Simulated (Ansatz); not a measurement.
# AlO (SMILES [O]=[Al]): UPBE0/def2-TZVPPD

Aim: the vertical doublet–quartet gap of AlO at UPBE0/def2-TZVPPD, from 2 runs. 

Program for the calculation: Ansatz 0.2.0.

36 further runs of the same task are left out: 36 set aside as unsound or not needed.

## Step 1: Starting point

AlO has 2 atoms, charge 0, and is taken as a doublet. SMILES: `[O]=[Al]`. Geometry: relaxed at PBE0-D4/def2-TZVP.

Bond lengths: O1–Al2 1.620 Å.

## Step 2: The energy at UPBE0/def2-TZVPPD

Contents of job.yaml:

```yaml
crystal:
  periodic: [false, false, false]
  atoms:
    - {symbol: O, position_ang: [0.000000, -0.000000, -0.024920]}
    - {symbol: Al, position_ang: [-0.000000, 0.000000, 1.594970]}
basis:
  gaussian:
    orbitals: def2-TZVPPD.json
magnetization:
  spin_polarized: true
  initial_magnetization: 1
hamiltonian:
  xc: {name: PBE0}
accuracy: high
output: {orbitals: {seedname: orbitals}}
```

The basis set def2-TZVPPD is read from a file made from the Basis Set Exchange's data (not shown).

Run with:

```console
$ ansatz run job.yaml --threads 1 --pin off --max-ram 3480MiB --events-out events.jsonl --progress --plain --runs-dir runs
```

Standard output:

```text
Warning: RAYON_NUM_THREADS=1 ignored (pool sized by the plan → 1); use --threads N
Functional definition: PBE0
  name "PBE0"
  parameter a = 0.25
  parameter kappa = 0.804
  parameter beta = 0.06672455060314922
  exchange = (1 - a)*pbe_x(kappa = kappa, mu = beta*pi^2/3) + a*exact_x
  correlation = pbe_c(beta = beta)
1150 factors; integrals over basis functions are off by at most 3.3e-9 eV
mean field evaluation 1: about -8626.3139 eV, gradient 5.4e1 eV
mean field evaluation 2: about -8434.5552 eV, gradient 1.3e2 eV
mean field evaluation 4: about -8638.2150 eV, gradient 3.0e0 eV
mean field evaluation 8: about -8638.3204 eV, gradient 3.1e-1 eV
mean field evaluation 16: about -8638.3685 eV, gradient 1.8e-3 eV
mean field evaluation 32: about -8637.5919 eV, gradient 7.9e0 eV
mean field -8638.36851886 eV, -317.4541877718 hartree, gradient 2.3e-8 eV, S^2 0.761598; 1 other end points of the search recorded, 0 dependent functions left out
reference -8638.36852088 eV, -317.4541878459 hartree; 11, 10 occupied and 77, 78 virtual orbitals, 1150 factors
Total energy: -8638.36852088 eV, -317.4541878459 hartree
```

Wall time 5.7 s (1 thread of Arm Neoverse V1, shared host); peak memory 0.21 GiB.

## Step 3: The quartet at the same level

Contents of in.yaml:

```yaml
crystal:
  periodic: [false, false, false]
  atoms:
    - {symbol: O, position_ang: [0.000000, -0.000000, -0.024920]}
    - {symbol: Al, position_ang: [-0.000000, 0.000000, 1.594970]}
basis:
  gaussian: {orbitals: def2-TZVPPD.json}
magnetization: {spin_polarized: true, initial_magnetization: 3}
hamiltonian: {xc: {name: PBE0}}
accuracy: high
output: {orbitals: {seedname: orbitals}}
```

The basis set def2-TZVPPD is read from a file made from the Basis Set Exchange's data (not shown).

Run with:

```console
$ ansatz run in.yaml --threads 1 --pin off --max-ram 3480MiB --events-out events.jsonl --progress --plain --runs-dir runs
```

Standard output:

```text
Warning: RAYON_NUM_THREADS=1 ignored (pool sized by the plan → 1); use --threads N
Functional definition: PBE0
  name "PBE0"
  parameter a = 0.25
  parameter kappa = 0.804
  parameter beta = 0.06672455060314922
  exchange = (1 - a)*pbe_x(kappa = kappa, mu = beta*pi^2/3) + a*exact_x
  correlation = pbe_c(beta = beta)
1150 factors; integrals over basis functions are off by at most 3.3e-9 eV
mean field evaluation 1: about -8632.5709 eV, gradient 2.4e1 eV
mean field evaluation 2: about -8626.5884 eV, gradient 4.4e1 eV
mean field evaluation 4: about -8634.7143 eV, gradient 5.0e-1 eV
mean field evaluation 8: about -8634.7663 eV, gradient 7.8e-2 eV
mean field evaluation 16: about -8634.7664 eV, gradient 3.2e-5 eV
mean field evaluation 32: about -8634.5330 eV, gradient 3.5e0 eV
mean field -8634.76639497 eV, -317.3218121604 hartree, gradient 2.2e-8 eV, S^2 3.753409; 2 other end points of the search recorded, 0 dependent functions left out
reference -8634.76639728 eV, -317.3218122453 hartree; 12, 9 occupied and 76, 79 virtual orbitals, 1150 factors
Total energy: -8634.76639728 eV, -317.3218122453 hartree
```

Wall time 6.9 s (1 thread of Arm Neoverse V1, shared host); peak memory 0.21 GiB.

## Step 4: Results

At UPBE0/def2-TZVPPD:

| quantity | value |
| --- | --- |
| doublet: total energy | -317.45419 Eh |
| doublet: HOMO energy (highest over α and β) | -7.83 eV |
| doublet: LUMO energy (lowest over α and β) | -4.36 eV |
| doublet: ⟨S²⟩ | 0.762 |
| quartet: total energy | -317.32181 Eh |
| quartet: HOMO energy (highest over α and β) | -4.06 eV |
| quartet: ⟨S²⟩ | 3.753 |
| vertical energy of the quartet above the doublet | 3.602 eV |

**Reading.** At this shape the quartet lies 3.60 eV (348 kJ/mol) above the doublet.
